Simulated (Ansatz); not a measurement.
Relaxation of BFH6Si (9 atoms, charge 0, multiplicity 1), to a largest force component of 0.03 eV/Å in at most 50 steps.

The calculation used RKS PBE0/cc-pVDZ in Ansatz 0.2.0.

```xyz
9
Properties=species:S:1:pos:R:3:forces:R:3
B -1.217 -0.262 0.160 -0.59 0.28 -0.35
Si 0.695 -0.488 0.584 0.67 -0.18 0.18
H -1.796 0.723 0.558 -0.01 -0.05 0.02
H -1.863 -1.081 -0.449 0.04 0.00 0.04
H 0.515 1.529 -1.228 0.63 0.44 0.67
F -0.044 1.137 -1.832 -0.71 -0.52 -0.56
H 0.856 -0.970 2.003 0.00 0.01 -0.01
H 1.441 -1.429 -0.313 0.00 0.00 0.01
H 1.412 0.842 0.517 -0.01 0.02 -0.01
```

Question: Where does it end, and by what steps?

Answer: The forces met the threshold. After 20 steps the energy has fallen by 0.212 eV; F6 moved furthest, 0.86 Å.

```csv
step,energy less start (eV),largest force component (eV/Å),accepted
0,0.0000,0.710,yes
1,-0.0581,0.485,yes
2,-0.1202,0.582,yes
3,-0.1211,0.739,yes
4,-0.1348,0.675,yes
5,-0.1695,0.155,yes
6,-0.1745,0.100,yes
7,-0.1803,0.086,yes
8,-0.1890,0.686,yes
9,-0.2016,0.192,yes
10,-0.2044,0.083,yes
11,-0.2082,0.117,yes
12,-0.2081,0.194,no
13,-0.2091,0.031,yes
14,-0.2094,0.055,yes
15,-0.2108,0.088,yes
16,-0.2114,0.069,yes
17,-0.2119,0.047,yes
18,-0.2121,0.066,yes
19,-0.2123,0.035,yes
20,-0.2124,0.011,yes
```

```xyz
9
Properties=species:S:1:pos:R:3
B -1.115 -0.122 -0.153
Si 0.739 -0.545 0.565
H -1.888 0.444 0.582
H -1.556 -0.803 -1.045
H 0.384 1.300 -0.880
F -0.527 1.343 -1.154
H 0.965 -0.425 2.043
H 1.418 -1.791 0.079
H 1.581 0.599 -0.037
```

The run took 12 s on 2 threads of AMD EPYC 9R45 96-Core Processor (Zen 5) (shared host), peak memory 0.16 GiB.
